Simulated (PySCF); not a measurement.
Species: HPS.
Atom-mapped SMILES: `[PH:1]=[S:2]` (hydrogens: H3 on P1)

All values: PBE0/pcSseg-1 and wB97X-D/def2-SVPD (PySCF, non-relativistic), on one gas-phase PBE0-D3(BJ)/def2-SVP geometry that isn't relaxed in the solvent. The solvent is an IEF-PCM continuum (Bondi radii, 1.10 Å for H, scaled by 1.2). Specific hydrogen bonds and non-electrostatic terms are outside this model.

Gas phase at PBE0/pcSseg-1: HOMO -6.92 eV, LUMO -3.79 eV, dipole 1.59 D.

**Question.** What does the continuum do to the energy, the frontier levels and the dipole at PBE0/pcSseg-1 in acetone and dimethylsulfoxide?

**Answer.** 
```tsv
solvent	ε	E(solvent) − E(gas) (kJ/mol)	polarisation term (kJ/mol)	distortion of the solute (kJ/mol)	HOMO (eV)	LUMO (eV)	dipole (D)
acetone	20.49	-10.80	-14.03	3.23	-6.80	-3.54	2.49
dimethylsulfoxide	46.83	-11.38	-14.98	3.60	-6.80	-3.53	2.54
```

Polarisation term: ½ Σ q·V over the induced surface charges. Distortion: the rise of the solute's own energy as its density leaves the gas-phase optimum. From acetone to dimethylsulfoxide the lowering changes by a factor 1.05, Onsager's factor (ε − 1)/(2ε + 1) by 1.04 and ε itself by 2.3.

**Question.** Which radius a makes the point-dipole formula ΔE = −[(ε − 1)/(2ε + 1)]·μ²/a³ give the value in dimethylsulfoxide, with the gas-phase dipole?

**Answer.** μ = 0.627 au and |ΔE| = 0.00433 Eh give a = 1.87 Å; the farthest nucleus lies 1.47 Å from the centroid of the nuclei. The formula assumes a rigid point dipole at the centre of a sphere.

**Question.** Which ESP-fitted charges (PBE0/pcSseg-1) respond most in acetone (means over atoms taken as equivalent)?

**Answer.** 
```
atoms                   environment  gas (e)  solvent (e)  change
   S2            sulfur bonded to P   -0.147       -0.232  -0.085
   P1  phosphorus bonded to S and H   +0.060       +0.105  +0.045
   H3                  P–H hydrogen   +0.087       +0.127  +0.040
```

**Question.** Which Mayer bond orders change most in acetone?

**Answer.** 
| bond | length (Å) | gas | solvent | change |
| --- | --- | --- | --- | --- |
| P1–S2 | 1.934 | 1.968 | 1.925 | -0.043 |
| P1–H3 | 1.454 | 0.879 | 0.892 | +0.013 |

Gas phase at wB97X-D/def2-SVPD: HOMO -8.75 eV, LUMO -2.01 eV, dipole 1.52 D.

**Question.** What does the continuum do to the energy, the frontier levels and the dipole at wB97X-D/def2-SVPD in acetone and dimethylsulfoxide?

**Answer.** 
| solvent | ε | E(solvent) − E(gas) (kJ/mol) | polarisation term (kJ/mol) | distortion of the solute (kJ/mol) | HOMO (eV) | LUMO (eV) | dipole (D) |
| --- | --- | --- | --- | --- | --- | --- | --- |
| acetone | 20.49 | -9.96 | -13.19 | 3.23 | -8.67 | -1.79 | 2.44 |
| dimethylsulfoxide | 46.83 | -10.50 | -14.11 | 3.61 | -8.67 | -1.79 | 2.49 |

**Question.** How does the static polarisability (wB97X-D/def2-SVPD, frozen core, with the continuum's full static response) change?

**Answer.** 
```json
{"medium": "gas", "isotropic (au)": "46.0", "principal values (au)": "35.0, 40.3, 62.6", "⟨r²⟩ of the electrons (bohr²)": "175.5"}
{"medium": "acetone", "isotropic (au)": "66.5", "principal values (au)": "48.6, 57.7, 93.2", "⟨r²⟩ of the electrons (bohr²)": "175.4"}
{"medium": "dimethylsulfoxide", "isotropic (au)": "67.7", "principal values (au)": "49.5, 58.8, 94.9", "⟨r²⟩ of the electrons (bohr²)": "175.4"}
```

The isotropic value in dimethylsulfoxide is 1.47 times the gas-phase one; no cavity-field correction is applied. ⟨r²⟩ is taken about the centre of nuclear charge.

wB97X-D is run here without its empirical dispersion term; that term would change no orbital, density or response property at a fixed geometry.
